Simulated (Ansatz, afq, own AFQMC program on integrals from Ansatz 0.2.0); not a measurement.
## SiNH₅, singlet in 6-31G, levels against CCSDT(Q)

```yaml
atoms:
  - { symbol: Si, position_ang: [-0.0113, 0.0000, 0.5726] }
  - { symbol: N, position_ang: [0.0538, 0.0000, -1.1465] }
  - { symbol: H, position_ang: [0.6843, -1.2207, 1.0558] }
  - { symbol: H, position_ang: [0.6843, 1.2207, 1.0558] }
  - { symbol: H, position_ang: [-1.3785, 0.0000, 1.1752] }
  - { symbol: H, position_ang: [-0.2111, -0.8283, -1.6548] }
  - { symbol: H, position_ang: [-0.2111, 0.8283, -1.6548] }
```

Basis 6-31G. Only valence electrons are correlated. Integrals, coupled cluster, full CI and functionals: Ansatz 0.2.0; the random walks run on the same integrals in our own AFQMC program. ph-AFQMC/CISD is guided by a CISD state made of CCSD amplitudes; releasing the constraint for a short imaginary time cuts its bias at the price of noise, slowly where states lie close. Free AFQMC starts from the CCSD state and is never constrained. Its projection time is finite, and what remains of the start isn't in its error. Error bars are statistical, one sigma.

Determinant: RHF, the one that the program's search chose, which needn't be the lowest solution. The geometry is a point of a scan.

No full CI on the walks' own integrals is used here; CCSDT(Q) serves as the reference and is uncertain by about the last step of the cluster series.

The T1 diagnostic is 0.0100, the weight of the determinant in the CISD state is 0.910 and the size of the correlated space is 14 electrons in 26 orbitals.

```
  level  correlation energy (eV)
    MP2                  -4.5574
   CCSD                  -5.2631
CCSD(T)                  -5.3427
```

Q: Estimate where free-projection AFQMC lies against CCSD(T) on the same integrals.

A: 0.97 ± 0.38 mEh below CCSD(T).

Reference: CCSDT(Q), correlation energy -5.365 eV. The released energy is read at 2.40 1/Eh (meV from the phaseless value at times in 1/Eh: 5 ± 6 at 0.24, 10 ± 5 at 0.51, 9 ± 6 at 0.99, 11 ± 7 at 1.62, 2 ± 9 at 2.40).

```csv
level,E − E(reference) (mEh),share of correlation (%)
CCSD(T),0.82,99.59
CCSDT,0.41,99.79
ph-AFQMC/HF,3.99 ± 1.31,97.98
ph-AFQMC/CISD,-0.11 ± 0.25,100.05
released AFQMC,-0.03 ± 0.32,100.02
free AFQMC,-0.15 ± 0.38,100.08
```

Free projections are given only where their last times agree within the noise and don't stop above the reference; a slow remainder of the start can still hide under it. A walk keeps the symmetry of its determinant, which the program's search chose and which needn't be the lowest solution, so a lower state of the same spin and another symmetry isn't excluded. Released energies are given only where the last usable release times agree within the noise; a slower fall can still hide under it.
